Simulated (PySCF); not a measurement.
Orbital picture of BC

r²SCAN at R = 1.481 Å; basis B def2-TZVPP, C def2-TZVPP; no relativity; PySCF 2.14. State: ⁴Σ⁻ (quartet), unpaired electrons σ ↑, π ↑↑. Only the outer orbitals are listed, counted within each symmetry.

```csv
spin,orbital,occ.,ε (eV),on B (%),main shells (%)
α,3σ,1,-18.38,34,"58 C s, 23 B s, 10 B p"
α,4σ,1,-9.70,63,"55 B s, 22 C s, 14 C p"
α,1π,1,-7.89,38,"61 C p, 36 B p"
α,1π,1,-7.89,38,"61 C p, 36 B p"
α,5σ,1,-7.09,48,"40 C p, 35 B p, 12 B s"
α,2π,0,-1.97,66,"64 B p, 33 C p"
α,2π,0,-1.97,66,"64 B p, 33 C p"
β,3σ,1,-15.41,34,"58 C s, 24 B s, 10 B p"
β,4σ,1,-7.08,32,"37 C p, 31 C s, 30 B s"
β,1π,0,-4.81,44,"55 C p, 42 B p"
β,1π,0,-4.81,44,"55 C p, 42 B p"
β,5σ,0,-4.12,79,"41 B s, 38 B p, 19 C p"
```

Question: Which are the highest filled and the lowest empty level, where do they sit, and how wide is the gap?

Answer: Highest filled β 4σ at -7.08 eV (in %: 37 C p, 31 C s, 30 B s); lowest empty β 1π at -4.81 eV (in %: 55 C p, 42 B p); the gap at r²SCAN is 2.27 eV.

| Property | Result |
| --- | --- |
| bond order (Mayer) | 1.97 |
| ⟨S²⟩ | 3.755 |
| charge on B (Mulliken, basis-dependent) | 0.12 |
| charge on B (Löwdin, basis-dependent) | -0.05 |
| dipole moment (positive dipole means B(−)C(+)) | -1.51 D |

The state was picked by a PBE0 search and need not be the measured ground state.
